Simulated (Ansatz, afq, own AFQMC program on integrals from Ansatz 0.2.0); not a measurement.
MoNH₃, septet in def2-SVP, levels against CCSDT(Q)

```xyz
5

Mo   -0.4333    0.0013   -0.0003
N     2.3747   -0.0073    0.0016
H     2.7451   -0.9516    0.0068
H     2.7489    0.4674    0.8162
H     2.7500    0.4589   -0.8174
```

Connectivity, by distances: Mo–NH3.

Basis def2-SVP with its core potentials. Noble-gas cores (and the filled d shells of Ga–Kr and In–Xe) are frozen. AFQMC by an in-house program on the Cholesky factors that Ansatz 0.2.0 writes for its CCSD(T) run. ph-AFQMC/CISD is guided by a CISD state made of CCSD amplitudes; releasing the constraint for a short imaginary time cuts its bias at the price of noise, slowly where states lie close. Error bars are statistical, one sigma. No spin–orbit coupling. The metal's outer-core s and p shells are frozen, which shifts wave-function levels against functionals.

Determinant: ROHF, the one that the program's search chose, which needn't be the lowest solution. The geometry is a point of a scan.

No full CI on the walks' own integrals is used here; CCSDT(Q) serves as the reference and is uncertain by about the last step of the cluster series.

Cautions: no spin-orbit coupling; outer-core shells of the metal frozen; lower spins were not checked; higher spins were not checked; CCSDT(Q) on the UHF determinant differs (45 meV lower), by its state or its frozen core.

The T1 diagnostic is 0.0115. The weight of the determinant in the CISD state is 0.905 and the size of the correlated space is 14 electrons in 55 orbitals.

```tsv
level	correlation energy (eV)
MP2	-6.6854
CCSD	-7.3012
CCSD(T)	-7.4505
```

(1) Estimate where phaseless AFQMC with the Hartree–Fock trial lies against CCSD(T) on the same integrals.

(1) 0.9 ± 2.9 kJ/mol below CCSD(T). The gap is under twice the noise, so this walk alone can't tell the two apart.

Reference: CCSDT(Q), correlation energy -7.474 eV. The released energy is read at 2.60 1/Eh (meV from the phaseless value at times in 1/Eh: -1.4 ± 1.9 at 0.24, -4 ± 4 at 0.60, -9 ± 3 at 1.20, -8 ± 3 at 1.80, -7 ± 5 at 2.60).

| level | E − E(reference) (kJ/mol) | share of correlation (%) |
| --- | --- | --- |
| CCSD(T) | 2.2 | 99.69 |
| CCSDT | 0.9 | 99.87 |
| ph-AFQMC/HF | 1.4 ± 2.9 | 99.81 |
| ph-AFQMC/CISD | 0.6 ± 0.3 | 99.92 |
| released AFQMC | 0.0 ± 0.5 | 100.01 |

A walk keeps the symmetry of its determinant, which the program's search chose and which needn't be the lowest solution, so a lower state of the same spin and another symmetry isn't excluded. Released energies are given only where the last usable release times agree within the noise; a slower fall can still hide under it.
